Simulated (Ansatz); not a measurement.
Ansatz (a first-principles code) input (B3LYP/6-31G*):

Ansatz 0.2 input:
```yaml
crystal:
  periodic: [false, false, false]
  atoms:
    - {symbol: C, position_ang: [0.00000034, -0.00879282, 0.11429267]}
    - {symbol: C, position_ang: [0.00063634, 0.06997282, 1.38676583]}
    - {symbol: C, position_ang: [-0.00016681, 0.04932928, -1.23370407]}
    - {symbol: H, position_ang: [-0.00240573, -0.82834392, 2.00699519]}
    - {symbol: H, position_ang: [0.92338430, 0.07933898, -1.80581793]}
    - {symbol: H, position_ang: [-0.92379778, 0.08594923, -1.80530386]}
basis:
  gaussian:
    orbitals: 6-31G*
hamiltonian:
  xc: {name: B3LYP}
total_charge: -1
relax: {f_tol: 0.003, max_steps: 120}
```

Q: Predict the final energy.

A: -116.00738 Eh.
